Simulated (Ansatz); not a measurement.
Hydrogen abstraction

Start structure (CH₇Si, doublet), relaxed at PBE0-D4/def2-TZVP:

H1  (-0.441, -0.206, 0.920)
C2  (-0.894, -0.420, 1.889)
Si3  (0.974, 0.460, -2.063)
H4  (-1.033, 0.511, 2.438)
H5  (-1.859, -0.902, 1.739)
H6  (-0.240, -1.082, 2.456)
H7  (1.510, 1.845, -2.011)
H8  (2.062, -0.532, -2.265)
H9  (-0.078, 0.327, -3.104)
(Å)

The step: SiH₃ + CH₄ → SiH₄ + CH₃; bonds formed: H1–Si3; bonds broken: H1–C2. Computed with Ansatz 0.2.0 (basis: def2-TZVPP and def2-QZVPP); correlated methods freeze the cores; orbitals are unrestricted. Extrapolation: Hartree–Fock as exp(−7.88 √X), correlation as X^−2.97. Energies below are by CCSD(T) at an estimated basis limit (MP2 extrapolated from triple and quadruple zeta, plus CCSD(T) − MP2 in triple zeta).

(1) What are the electronic barrier and the energy of the step, from the start structure to the end structure? (To be estimated.)

No T1 diagnostic of these runs exceeds 0.016. ⟨S²⟩ of the unrestricted Hartree–Fock references: 0.76 to 0.78 (a pure state has 0.75). The start structure is not quite a true minimum (one mode of 37i cm⁻¹).

Results:

(1) The calculation gives: Barrier 24.50 kcal/mol; step energy 15.65 kcal/mol (uphill); reverse barrier, their difference, 8.85 kcal/mol. Barrier and step energy count from the start structure, the reverse barrier from the end structure.

The saddle point: One imaginary mode of 795i cm⁻¹.
| pair | start (Å) | saddle (Å) | end (Å) |
| --- | --- | --- | --- |
| H1–Si3 | 3.37 | 1.60 | 1.49 |
| H1–C2 | 1.09 | 1.63 | 2.96 |

Zero-point energy (harmonic, PBE0-D4): ZPE is 41.53 kcal/mol at the start and 38.42 kcal/mol at the saddle, so the barrier goes from 24.50 to 21.39 kcal/mol.

Radical steps of this kind take place in plasma deposition and etching.

For scale, one of the runs: CCSD(T)/def2-TZVPP, 171 basis functions, launched by `ansatz run in.yaml --threads 2 --pin off --events-out ev --progress --plain --max-ram 4352MiB`. The run took 76 s on 2 CPU threads of an Intel Xeon Platinum 8259CL (shared host), with 3.4 GiB of host memory at its peak.
